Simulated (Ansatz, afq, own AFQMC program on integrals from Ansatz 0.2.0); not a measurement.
AFQMC on a folder of integrals that Ansatz 0.2.0 wrote.

```yaml
crystal:
  periodic: [false, false, false]
  atoms:
    - {symbol: N, position_ang: [1.573896, -0.483879, 1.413418]}
    - {symbol: H, position_ang: [1.731404, 0.306179, 2.081982]}
basis:
  gaussian: {orbitals: def2-SVP}
magnetization: {spin_polarized: true, initial_magnetization: 2}
correlation: {method: ccsd_t, electrons: outside_noble_gas, hamiltonian_folder: ham}
```

```sh
$ ansatz run in.yaml --threads 1 --pin off --events-out ev --progress --plain --max-ram 24576MiB --backend cuda --devices 0, --max-vram 18GiB
```

Options of the walk:

```
--method phaseless --trial cisd --walkers 4000 --populations 20 --least-time 60 --time-step 0.005 --steps-per-block 50 --equilibration-blocks 28 --max-blocks 4000 --target-error 9e-05 --factor-cut 1e-05 --start spin_pure --seed 1703 --release-times 0.24,0.5,1,1.5 --release-step 0.02 --release-every 3 --taylor-order 6
```

Times are imaginary, in 1/Eh. The walk had a cap of 122 s. With eight or more populations the least sampling time is a fifth of least-time, and the error comes from their spread.

afq prints:

```
orbitals 18  electrons 4 2  factors 119 of 195
reference energy -54.91433871 Eh
CCSD correlation -0.12250970 Eh in 9 cycles, weight of the determinant in the CISD state 0.9574
energy of the start -55.036723 Eh
 block  time / (1/Eh)  mean weight  energy / Eh
     1     0.250  0.9999  -55.036668
     2     0.500  1.0001  -55.037463
     3     0.750  1.0001  -55.038022
     4     1.000  1.0001  -55.038248
     5     1.250  0.9999  -55.038498
    10     2.500  0.9995  -55.038814
    15     3.750  0.9999  -55.038656
    20     5.000  1.0000  -55.038591
    25     6.250  1.0001  -55.038972
    30     7.500  0.9999  -55.038815
    34     8.500  1.0001  -55.039172
    35     8.750  1.0000  -55.039018
    40    10.000  0.9996  -55.038898
    43    10.750  0.9998  -55.038335
    45    11.250  1.0001  -55.038725
    50    12.500  0.9999  -55.038920
    55    13.750  1.0003  -55.038829
    60    15.000  1.0001  -55.038545
    65    16.250  1.0002  -55.038998
    70    17.500  1.0000  -55.038513
    75    18.750  1.0000  -55.038810
    78    19.500  1.0000  -55.038857
error from the spread of 20 populations
released: time / (1/Eh)  energy / Eh  error  mean overlap
  0.24  -55.038817  0.000034  0.9985
  0.50  -55.038857  0.000020  0.9966
  1.00  -55.038870  0.000019  0.9955
  1.50  -55.038858  0.000023  0.9933
energy -55.038797 +/- 0.000038 Eh
(rows thinned)
```

The run passed its tests (sampling time, drift between the halves within three errors, error under three times the target), which doesn't prove that it has relaxed.

Against this walk (error 1.0 meV) on the same determinant: CCSD(T) 9.3 meV higher, CCSDT(Q) 1.3 meV lower (within the noise), CCSDTQ 1.7 meV lower (within the noise), full CI (a separate run on its own orbitals, whose frozen core shifts it by up to a few meV) 0.2 meV higher (within the noise). The error is statistical and leaves out the bias of the constraint. Released to 1.50 1/Eh the energy moves by -1.7 ± 1.2 meV (both errors), within twice the noise.

Cautions: constraint bias not in the error; full CI with its own frozen core.

The walk took 22 s on 1 thread of a server CPU with a shared H100 80 GB, shared host (the card was shared). The log's last line is the phaseless energy.

CCSDT and higher add their correlation energy to the determinant of the CCSD(T) run, since their own runs factorise the integrals more tightly (a shift of under 2 meV). A walk keeps the symmetry of its determinant, which the program's search chose and which needn't be the lowest solution, so a lower state of the same spin and another symmetry isn't excluded.
